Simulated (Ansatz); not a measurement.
`N=CCN` → `N/C=C\N`  (isomerisation)

Isolated molecules relaxed with PBE0-D4/def2-TZVP in Ansatz; ΔE leaves out vibrations. CCSD(T)/CBS adds triple-zeta CCSD(T) − MP2 to the extrapolated MP2 energy (def2 sets, frozen cores). Functionals use def2-TZVPP. B3LYP here is the variant with VWN-RPA as its local correlation; programs differ in this. HSE06 is defined as in plane-wave codes. Each species was taken in one conformer, which may not be the lowest.

`N=CCN`:

Z-matrix (Å, degrees):
```
C
C 1 1.501
N 1 1.442 2 116.8
H 1 1.098 2 107.8 3 123.8
H 1 1.098 2 107.8 3 -123.8
N 2 1.263 1 121.6 3 0.2
H 2 1.100 1 115.1 3 -179.8
H 3 1.014 1 109.0 2 -56.8
H 3 1.014 1 109.0 2 56.8
H 6 1.018 2 111.2 1 180.0
```

`N/C=C\N`:

```xyz
10

N     1.049    0.651   -0.886
C    -0.048   -0.225   -0.896
C    -0.738   -0.516    0.207
N    -0.378   -0.020    1.470
H     1.606    0.598   -1.724
H     1.642    0.515   -0.077
H    -0.356   -0.622   -1.854
H    -1.578   -1.196    0.162
H    -1.100   -0.137    2.162
H    -0.097    0.952    1.436
```

| level | ΔE (kJ/mol) | difference from CCSD(T)/CBS |
| --- | --- | --- |
| LDA (SPW92) | -27.2 | -22.5 |
| PBE-D4 | -13.0 | -8.3 |
| BLYP-D4 | -9.5 | -4.8 |
| r2SCAN-D4 | -11.0 | -6.3 |
| B97M-V | -3.6 | 1.1 |
| PBE0-D4 | -10.7 | -6.0 |
| B3LYP-D4 | -8.9 | -4.2 |
| r2SCANh-D4 | -10.6 | -5.9 |
| r2SCAN0-D4 | -10.0 | -5.3 |
| HSE06-D4 | -10.9 | -6.2 |
| BHLYP-D4 | -5.4 | -0.7 |
| CAM-B3LYP-D4 | -8.3 | -3.6 |
| ωB97X-V | -1.3 | 3.4 |
| ωB97M-V | -4.2 | 0.5 |
| B2PLYP | -5.3 | -0.6 |
| PBE | -12.9 | -8.2 |
| revPBE | -8.5 | -3.8 |
| BLYP | -9.4 | -4.7 |
| r2SCAN | -10.9 | -6.2 |
| PBE0 | -10.7 | -6.0 |
| r2SCANh | -10.5 | -5.8 |
| r2SCAN0 | -10.0 | -5.3 |
| HSE06 | -10.8 | -6.1 |
| BHLYP | -5.2 | -0.5 |
| CAM-B3LYP | -8.2 | -3.5 |
| LC-ωPBE | -6.9 | -2.2 |
| RPA@PBE/def2-TZVPP | 8.4 | 13.1 |
| HF/def2-SVP | 10.6 | 15.3 |
| MP2/def2-SVP | 7.2 | 11.9 |
| CCSD(T)/def2-SVP | 12.1 | 16.8 |
| HF/def2-TZVPP | 8.2 | 12.9 |
| MP2/def2-TZVPP | -3.5 | 1.2 |
| SCS-MP2/def2-TZVPP | 2.2 | 6.9 |
| CCSD/def2-TZVPP | 2.9 | 7.6 |
| CCSD(T)/def2-TZVPP | 1.9 | 6.6 |
| MP2/def2-QZVPP | -7.9 | -3.2 |
| SCS-MP2/def2-QZVPP | -2.0 | 2.7 |
| HF/CBS(def2) | 6.4 | 11.1 |
| MP2/CBS(def2) | -10.2 | -5.5 |
| CCSD/CBS(def2) | -3.8 | 0.9 |
| CCSD(T)/CBS | -4.7 | 0 |

Largest T1 diagnostic among the species: 0.011.

Leaving LDA and LC-ωPBE aside and taking each functional with its dispersion term where it has one, the values spread over 11.7 kJ/mol, from PBE-D4 to ωB97X-V. LDA lies −14.2 kJ/mol from PBE without D4. At CCSD(T), def2-SVP lies +16.8 kJ/mol from the extrapolated value and def2-TZVPP +6.6 kJ/mol. In def2-TZVPP, CCSD(T) changes the Hartree–Fock value by −6.2 kJ/mol (the triples alone add −1.0 kJ/mol) and MP2 by −11.7 kJ/mol.
